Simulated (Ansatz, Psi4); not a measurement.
# From Psi4 to Ansatz

This Psi4 1.11 job computes doublet [Si2NH7]+:

h7nsi2.py:
```python
import psi4

psi4.set_memory('2200 MB')
psi4.set_num_threads(1)
psi4.set_output_file('h7nsi2.out', False)

molecule = psi4.geometry("""
1 2
Si
N 1 1.725626
Si 2 1.725629 1 128.94281
H 1 1.483629 2 107.37908 3 10.1699
H 1 1.489755 4 108.97528 2 122.21035
H 1 1.488432 4 109.82499 5 117.08941
H 2 1.010983 1 115.47104 4 -173.90176
H 3 1.483631 2 107.37706 7 173.95868
H 3 1.488436 8 109.82301 2 120.70542
H 3 1.489742 8 108.97874 9 117.08866
symmetry c1
no_reorient
no_com
""")

options = {'basis': '6-31G*', 'reference': 'uks', 'puream': True, 'e_convergence': 1e-09, 'd_convergence': 1e-08, 'scf_type': 'pk', 'dft_radial_points': 99, 'dft_spherical_points': 590, 'maxiter': 100}
psi4.set_options(options)

E, wfn = psi4.energy('r2scan', return_wfn=True)
psi4.oeprop(wfn, 'QUADRUPOLE', 'WIBERG_LOWDIN_INDICES', 'DIPOLE', title='R2SCAN')
print(f'total energy {E:.8f} hartree = {E * 27.211386:.5f} eV')
```

```bash
$ python h7nsi2.py
```

The shape is that of a PBE0-D4/def2-TZVP optimisation. That shape belongs to the parent species and isn't relaxed for this state.

It gives a total energy of -637.495840 Eh.

Translate the job to Ansatz 0.2.0 as an input file of the program's own.

One way, which was run:

run.yaml:
```yaml
crystal:
  periodic: [false, false, false]
  atoms:
    - {symbol: Si, position_ang: [-1.042800, 0.758390, -0.879990]}
    - {symbol: "N", position_ang: [0.119990, 0.500410, 0.368670]}
    - {symbol: Si, position_ang: [0.995830, -0.935260, 0.755390]}
    - {symbol: H, position_ang: [-1.373610, -0.567260, -1.458240]}
    - {symbol: H, position_ang: [-0.532280, 1.645360, -1.962590]}
    - {symbol: H, position_ang: [-2.274280, 1.393560, -0.336440]}
    - {symbol: H, position_ang: [0.361990, 1.317290, 0.912940]}
    - {symbol: H, position_ang: [0.403090, -2.042290, -0.034740]}
    - {symbol: H, position_ang: [0.897240, -1.243020, 2.208320]}
    - {symbol: H, position_ang: [2.444830, -0.827180, 0.426680]}
basis:
  gaussian:
    orbitals: 6-31G_st_-spherical.json
total_charge: 1
magnetization:
  spin_polarized: true
  initial_magnetization: 1
hamiltonian:
  xc: {name: r2SCAN}
accuracy: high
output:
  orbitals: {seedname: orbitals}
```

```bash
$ ansatz run run.yaml --threads 1 --pin off --max-ram 3480MiB --events-out events.jsonl --progress --plain --runs-dir runs
```

(Basis files named in the input come from the Basis Set Exchange and aren't shown.)

Its energy is -637.495859 Eh, 0.019 mEh from the first.
